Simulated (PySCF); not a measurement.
A PySCF script (with the pyscf-properties extension) for the spin–spin couplings of Lithium Hydroxide ([Li][OH], HLiO), on a GFN2-xTB geometry:

```python
import basis_set_exchange as bse
import numpy as np
from pyscf import gto, dft
from pyscf.data import nist
from pyscf.prop import ssc

atoms = """
Li    1.333329    0.091741   -0.006554
O    -0.187635   -0.013968   -0.003846
H    -1.134213   -0.080311   -0.002153
"""
names = dict.fromkeys(["Li", "O", "H"], "pcJ-1")
basis = {el: gto.basis.parse(bse.get_basis(n, elements=[el], fmt="nwchem")) for el, n in names.items()}
mol = gto.M(atom=atoms, basis=basis, charge=0, verbose=0)
mf = dft.RKS(mol, xc="B3LYP")
mf.grids.level = 2
mf.grids.alignment = dft.numint.BLKSIZE   # the property module wants whole blocks of grid points
mf.conv_tol = 1e-9
mf.kernel()

sc = ssc.RKS(mf)
sc.with_fcsd = True   # Fermi contact and spin-dipole together
sc.max_cycle_cphf = 60
g = {"H": 5.58569468, "Li": 2.170951, "O": -0.757516}   # nuclear g factors of 1H, 7Li, 17O
sc.nuc_pair = [(i, j) for i in range(mol.natm) for j in range(i + 1, mol.natm)
               if mol.atom_pure_symbol(i) in g and mol.atom_pure_symbol(j) in g]
K = sc.kernel()
unit = nist.HARTREE2J / nist.PLANCK * (0.5 * nist.E_MASS / nist.PROTON_MASS) ** 2
for (i, j), k in zip(sc.nuc_pair, K):
    a, b = mol.atom_pure_symbol(i), mol.atom_pure_symbol(j)
    J = unit * g[a] * g[b] * np.trace(k) / 3
    if abs(J) >= 1:
        print("%s%d %s%d %8.1f Hz" % (a, i, b, j, J))
```

Task: What does it print?

Result: 
```
Li0 O1    -74.2 Hz
Li0 H2     24.7 Hz
O1 H2    -94.5 Hz
```

These numbers come from an equivalent density-fitted implementation of the same equations, which agrees with the script to about 0.1 Hz, so last digits may differ.

Size and cost of the density-fitted run: 48 basis functions, 0.7 s wall time on 1 thread of an Arm Neoverse V1, shared host.
